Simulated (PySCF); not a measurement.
# Heteronuclear NMR

Molfile (atoms numbered from 1):
```
BClS
     RDKit          3D

  3  2  0  0  0  0  0  0  0  0999 V2000
   -1.6726    0.1270   -0.0970 S   0  0  0  0  0  0  0  0  0  0  0  0
   -0.0670    0.0881   -0.1076 B   0  0  0  0  0  0  0  0  0  0  0  0
    1.6095    0.0462   -0.1187 Cl  0  0  0  0  0  0  0  0  0  0  0  0
  1  2  2  0
  2  3  1  0
M  END
```

[PySCF 2.14.0 with density-fitted response routines: GIAO B97-2/pcSseg-2 shieldings; structure optimised with PBE0-D3(BJ)/def2-TZVP; single conformer; relativity neglected; in vacuum]

Q: Where does $^{11}$B resonate?

A: 
```json
{"atoms": "B2", "environment": "boron bonded to Cl, S", "σ (ppm)": "62.6", "δ (ppm)": "37.1"}
```

Shieldings were converted by a linear fit to measured shifts: $^{11}$B: δ = 98.64 − 0.983σ (rms 2.4 ppm, 15 shifts, 9.8 ppm with the 3 outliers that the fit left out vs BF3·OEt2, solution or neat liquid). A few per cent of atoms miss by over 2 rms, more outside the fitted compound classes.

On a 500 MHz spectrometer $^{11}$B resonates near 160.4 MHz, so 1 ppm is 160.4 Hz.
